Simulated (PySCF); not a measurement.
Geometry:
```json
{"atom": "B1", "x (Å)": "0.570", "y (Å)": "0.986", "z (Å)": "0.004"}
{"atom": "H2", "x (Å)": "1.773", "y (Å)": "0.987", "z (Å)": "0.104"}
{"atom": "H3", "x (Å)": "-0.029", "y (Å)": "2.030", "z (Å)": "-0.087"}
{"atom": "C4", "x (Å)": "-0.185", "y (Å)": "-0.319", "z (Å)": "-0.002"}
{"atom": "C5", "x (Å)": "-0.795", "y (Å)": "-1.377", "z (Å)": "-0.007"}
{"atom": "H6", "x (Å)": "-1.334", "y (Å)": "-2.308", "z (Å)": "-0.012"}
```

Geometry: PBE0-D3(BJ)/def2-SVP; GIAO absolute shieldings from PySCF 2.14.0 with density-fitted response routines, gas phase, non-relativistic, averaged over equivalent atoms.

At PBE0/pcSseg-1 (66 basis functions, 2.5 s wall time on 1 thread of an Arm Neoverse V1, shared host):
```json
{"atoms": "B1", "σ (ppm)": "30.5"}
{"atoms": "H2/H3", "σ (ppm)": "24.45"}
{"atoms": "H6", "σ (ppm)": "25.36"}
{"atoms": "C5", "σ (ppm)": "35.5"}
{"atoms": "C4", "σ (ppm)": "85.5"}
```

Task: What do these become at wB97X-D/pcSseg-1?

Result: 
```csv
atoms,σ at wB97X-D/pcSseg-1,change
B1,35.1,+4.6
H2/H3,24.78,+0.33
H6,25.71,+0.35
C5,38.3,+2.8
C4,89.9,+4.4
```

The largest change is at B1 (boron bonded to C, 2 H). Cost: 66 basis functions, 2 s wall time on 1 thread of an Arm Neoverse V1, shared host.

A carbon bonded to boron is broadened by the quadrupolar boron nucleus and is often missing from a measured spectrum.
